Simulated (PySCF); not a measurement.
C3H6N (charge +1).
Numbering: `[CH3:1][C:2]#[N+:3][CH3:4]` (hydrogens: H5, H6, H7 on C1; H8, H9, H10 on C4)

The same species was optimised twice, with GFN2-xTB and with PBE0-D3(BJ)/def2-SVP (PySCF), and the same property calculations (PySCF, gas phase) were run on both structures.

```json
{"coordinate": "N3–C4 (Å)", "GFN2-xTB": "1.376", "PBE0-D3(BJ)/def2-SVP": "1.416", "change": "+0.040"}
{"coordinate": "C1–C2 (Å)", "GFN2-xTB": "1.401", "PBE0-D3(BJ)/def2-SVP": "1.437", "change": "+0.036"}
{"coordinate": "C1–H7 (Å)", "GFN2-xTB": "1.093", "PBE0-D3(BJ)/def2-SVP": "1.102", "change": "+0.009"}
{"coordinate": "C1–H6 (Å)", "GFN2-xTB": "1.093", "PBE0-D3(BJ)/def2-SVP": "1.102", "change": "+0.009"}
{"coordinate": "C1–H5 (Å)", "GFN2-xTB": "1.093", "PBE0-D3(BJ)/def2-SVP": "1.102", "change": "+0.009"}
{"coordinate": "C4–H10 (Å)", "GFN2-xTB": "1.092", "PBE0-D3(BJ)/def2-SVP": "1.099", "change": "+0.007"}
{"coordinate": "C4–H8 (Å)", "GFN2-xTB": "1.092", "PBE0-D3(BJ)/def2-SVP": "1.099", "change": "+0.007"}
{"coordinate": "C4–H9 (Å)", "GFN2-xTB": "1.092", "PBE0-D3(BJ)/def2-SVP": "1.099", "change": "+0.007"}
{"coordinate": "C2≡N3 (Å)", "GFN2-xTB": "1.150", "PBE0-D3(BJ)/def2-SVP": "1.147", "change": "-0.003"}
{"coordinate": "H5–C1–H6 (°)", "GFN2-xTB": "108.9", "PBE0-D3(BJ)/def2-SVP": "109.7", "change": "+0.8"}
{"coordinate": "H5–C1–H7 (°)", "GFN2-xTB": "108.8", "PBE0-D3(BJ)/def2-SVP": "109.6", "change": "+0.8"}
{"coordinate": "C2–C1–H6 (°)", "GFN2-xTB": "110.1", "PBE0-D3(BJ)/def2-SVP": "109.3", "change": "-0.8"}
{"coordinate": "C2–C1–H7 (°)", "GFN2-xTB": "110.1", "PBE0-D3(BJ)/def2-SVP": "109.4", "change": "-0.7"}
{"coordinate": "H9–C4–H10 (°)", "GFN2-xTB": "109.5", "PBE0-D3(BJ)/def2-SVP": "110.2", "change": "+0.7"}
{"coordinate": "N3–C4–H10 (°)", "GFN2-xTB": "109.5", "PBE0-D3(BJ)/def2-SVP": "108.8", "change": "-0.7"}
{"coordinate": "N3–C4–H9 (°)", "GFN2-xTB": "109.4", "PBE0-D3(BJ)/def2-SVP": "108.8", "change": "-0.6"}
{"coordinate": "N3–C4–H8 (°)", "GFN2-xTB": "109.5", "PBE0-D3(BJ)/def2-SVP": "108.8", "change": "-0.7"}
```

Rotational constants: A = 79023, B = 3684, C = 3684 MHz (GFN2-xTB) against A = 77264, B = 3572, C = 3572 MHz (PBE0-D3(BJ)/def2-SVP). Point groups within 0.08 Å: C3v and C3v. Atoms that the bonding makes alike are paired by their places after alignment.

On the GFN2-xTB structure: isotropic polarisability (au) 39.7 [CAM-B3LYP/def2-SVPD]; HOMO (eV) -16.95 [CAM-B3LYP/def2-SVPD]; LUMO (eV) -4.86 [CAM-B3LYP/def2-SVPD]; HOMO (eV) -15.57 [PBE0/pcSseg-1]; LUMO (eV) -6.01 [PBE0/pcSseg-1]; GIAO shielding of C1 (ppm) 188.1 [PBE0/pcSseg-1]; GIAO shielding of C2 (ppm) 68.0 [PBE0/pcSseg-1]; GIAO shielding of N3 (ppm) 99.5 [PBE0/pcSseg-1]; GIAO shielding of C4 (ppm) 162.3 [PBE0/pcSseg-1]; C1s of C1 (eV) 297.84 [delta-SCF UKS SCAN, pcX-2 on the ionised atom, pcseg-1 elsewhere, spin-free X2C]; C1s of C2 (eV) 299.90 [delta-SCF UKS SCAN, pcX-2 on the ionised atom, pcseg-1 elsewhere, spin-free X2C]; N1s of N3 (eV) 413.54 [delta-SCF UKS SCAN, pcX-2 on the ionised atom, pcseg-1 elsewhere, spin-free X2C]; C1s of C4 (eV) 298.25 [delta-SCF UKS SCAN, pcX-2 on the ionised atom, pcseg-1 elsewhere, spin-free X2C].

Q: What do these properties become on the PBE0-D3(BJ)/def2-SVP structure?

A: 
| property | level | on GFN2-xTB | on PBE0-D3(BJ)/def2-SVP | change |
| --- | --- | --- | --- | --- |
| isotropic polarisability (au) | CAM-B3LYP/def2-SVPD | 39.7 | 39.9 | +0.2 |
| HOMO (eV) | CAM-B3LYP/def2-SVPD | -16.95 | -17.07 | -0.12 |
| LUMO (eV) | CAM-B3LYP/def2-SVPD | -4.86 | -4.80 | +0.06 |
| energy, GFN2-xTB geometry as zero (kcal/mol) | CAM-B3LYP/def2-SVPD | 0.0 | -1.9 | -1.9 |
| HOMO (eV) | PBE0/pcSseg-1 | -15.57 | -15.68 | -0.11 |
| LUMO (eV) | PBE0/pcSseg-1 | -6.01 | -5.96 | +0.05 |
| energy, GFN2-xTB geometry as zero (kcal/mol) | PBE0/pcSseg-1 | 0.0 | -1.2 | -1.2 |
| GIAO shielding of C1 (ppm) | PBE0/pcSseg-1 | 188.1 | 183.3 | -4.8 |
| GIAO shielding of C2 (ppm) | PBE0/pcSseg-1 | 68.0 | 66.0 | -2.0 |
| GIAO shielding of N3 (ppm) | PBE0/pcSseg-1 | 99.5 | 95.5 | -4.0 |
| GIAO shielding of C4 (ppm) | PBE0/pcSseg-1 | 162.3 | 155.1 | -7.2 |
| C1s of C1 (eV) | delta-SCF UKS SCAN, pcX-2 on the ionised atom, pcseg-1 elsewhere, spin-free X2C | 297.84 | 297.91 | +0.07 |
| C1s of C2 (eV) | delta-SCF UKS SCAN, pcX-2 on the ionised atom, pcseg-1 elsewhere, spin-free X2C | 299.90 | 299.92 | +0.02 |
| N1s of N3 (eV) | delta-SCF UKS SCAN, pcX-2 on the ionised atom, pcseg-1 elsewhere, spin-free X2C | 413.54 | 413.50 | -0.04 |
| C1s of C4 (eV) | delta-SCF UKS SCAN, pcX-2 on the ionised atom, pcseg-1 elsewhere, spin-free X2C | 298.25 | 298.37 | +0.12 |

The heavy atoms differ by 0.026 Å rms after alignment. Among all bonds N3–C4 changes most (+0.040 Å). Changes are differences of the printed values. Neither structure is proved a minimum here. Geometry: PBE0-D3(BJ)/def2-SVP; no solvent, vibrations or thermal averaging.
